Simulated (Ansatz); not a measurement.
Species: pyrazine, C$_{4}$H$_{4}$N$_{2}$, net charge 0, singlet state. 
Coordinates optimised at B3LYP-D3(BJ)/def2-TZVP (Ansatz, an electronic-structure program):
```
C
N 1 1.3312
C 2 1.3312 1 116.23
H 1 1.0844 2 117.24 3 180.00
H 3 1.0844 2 117.24 1 180.00
C 1 1.3911 4 120.88 2 180.00
N 6 1.3312 1 121.89 4 -180.00
C 7 1.3312 6 116.23 1 0.00
H 8 1.0844 7 117.24 6 -180.00
H 6 1.0844 7 117.24 8 -180.00
```
Charge 0, spin multiplicity 1.

Property: atomisation energy (electronic, to ground-state atoms), in eV. Correlated levels leave the core frozen unless marked. UHF or UKS for open shells. No spin-orbit coupling. Non-relativistic. The coupled-cluster limit lacks core correlation, which all-electron functionals hold. CBS marks a two-point X^-3 extrapolation of the correlation energy; Hartree-Fock from the larger set (for Q and 5 zeta extrapolated as (X+1)exp(-9√X)).

```tsv
level	program	atomisation energy (eV)
BLYP-D4/def2-TZVPD	Ansatz + dftd4	48.84
PBE0-D4/def2-TZVP	Ansatz + dftd4	48.89
```

### Question
Predict the CCSD(T)/CBS(cc-pVQZ,cc-pV5Z) result (Ansatz).

### Answer
47.77 eV, so PBE0-D4/def2-TZVP differs from it by 1.12 eV.
